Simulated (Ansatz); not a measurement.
Active spaces for H₂O, singlet

Computed with Ansatz's Gaussian-basis code (development build). Basis 6-31G, nonrelativistic, 1 orbital frozen in the corrections. State-specific CASSCF; RHF is the lowest restricted (open-shell) Hartree–Fock solution met. A minimal or small basis: far from the basis limit. No symmetry is imposed, so a solution can break that of the shape. The lowest solution met needn't be the lowest there is, nor hold the orbitals that a chemist would pick.

Geometry. A bond is stretched, to 1.49 times the sum of the covalent radii.

```xyz
3

O     0.0000    0.0000   -0.1795
H     0.0000    1.1313    0.7180
H     0.0000   -1.1313    0.7180
```

What do CASSCF and its corrections give against RHF in CAS(8,6), and what are the occupations?

CASSCF -3.280 eV, SC-NEVPT2 -5.001 eV; occupations 2.00, 2.00, 1.88, 1.87, 0.13, 0.12.
